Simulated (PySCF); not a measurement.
A thermochemical cycle for PH

MP2 in PySCF with def2-TZVPPD on every atom, for the lowest determinant that a PBE0 search found; no spin–orbit coupling. PH, a triplet (π ↑↑), has De = 2.89 eV to neutral atoms, and PH⁺, a doublet (π ↑), has De = 3.25 eV to P⁺ + H.

At the same level the P atom ionises at 10.48 eV.

Problem. What is the adiabatic ionisation energy of the molecule, and does ionisation strengthen or weaken the bond?

Solution. IE = IE(P) + De(neutral) − De(ion) = 10.48 + 2.89 − 3.25 = 10.12 eV. De changes by +0.36 eV, so ionisation strengthens the bond.

Correlated steps freeze 5 core orbitals. For an ion De counts to the pair picked by the measured ionisation energies or electron affinities, which need not be the lowest pair at this level. States were picked by a PBE0 search and need not be the measured ground states.
